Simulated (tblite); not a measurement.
C5H6 (charge +1 and doublet state).
Geometry (GFN2-xTB, Å), atoms numbered from 1 in this order:
```xyz
11
C5H6 angstrom
C     -1.6158    0.6651   -0.0193
C     -0.7106   -0.4417   -0.2739
C      0.6387   -0.3834   -0.0386
C      1.9270   -0.9680   -0.0468
C      1.7970    0.3058    0.3951
H     -2.1664    0.9178   -0.9357
H     -2.4219    0.3439    0.6542
H     -1.1225    1.5478    0.3781
H     -1.1181   -1.3636   -0.6719
H      2.5486   -1.8098   -0.2544
H      2.2495    1.1888    0.7874
```

Method: GFN2-xTB as coded in tblite; computed harmonic values from a numerical Hessian at the method's own geometry, unscaled. The method is semi-empirical: single wavenumbers can be off by several per cent or more. One conformer, not necessarily the lowest. Open shells enter through the occupations alone, without spin polarisation, and single modes of such species can be off by tens of per cent.

Harmonic wavenumbers (cm⁻¹): 98.1, 149.0, 194.8, 366.3, 500.2, 705.2, 763.5, 789.4, 804.8, 891.5, 892.5, 915.1, 1025.2, 1096.6, 1177.6, 1281.0, 1303.9, 1327.9, 1420.8, 1495.1, 1823.8, 2878.8, 2933.1, 3047.2, 3068.7, 3182.5, 3211.5.

A = 18151, B = 3316, C = 2850 MHz; mass 66.047 u (most abundant isotopes); point group Cs, symmetry number 1; spin multiplicity 2.

Task: What is the zero-point energy?

Result: ½Σν̃ = 18672 cm⁻¹ = 223.37 kJ/mol.

Task: Give the ideal-gas entropy at 298.15 K and 1 bar in the rigid-rotor, harmonic-oscillator model (classical rotation).

Result: Translation 161.12, rotation 104.77, vibration 49.35, spin (R ln 2) 5.76: S = 321.0 J/(mol K).

Task: And Cp and H(298.15 K) − H(0)?

Result: Cp = 93.21 J/(mol K), of which vibrations give 59.95 (their classical limit is 27 R = 224.5); H(298.15 K) − H(0) = 18.22 kJ/mol without the zero-point energy, 8.31 from vibrations.

Task: What must be added to the electronic energy to get the Gibbs energy at 298.15 K and 1 bar?

Result: ZPE + [H(298.15 K) − H(0)] − T·S = 223.37 + 18.22 − 95.71 = 145.88 kJ/mol.

Task: Which modes carry the vibrational entropy at 298.15 K?

Result: 98.1 cm⁻¹: 14.61; 149.0 cm⁻¹: 11.23; 194.8 cm⁻¹: 9.13; 366.3 cm⁻¹: 4.58; 500.2 cm⁻¹: 2.75; 705.2 cm⁻¹: 1.26 J/(mol K); the other 21 give 5.79 together.

Hindered rotation and anharmonicity are outside this model. Other conformers, if any are populated, would add a mixing term that is left out.

Hardware: one thread of an Intel Xeon 6975P-C, shared host with 192 logical CPUs at a one-minute load of 10. Cost: 0.11 s. The figure is for the frequency step alone.
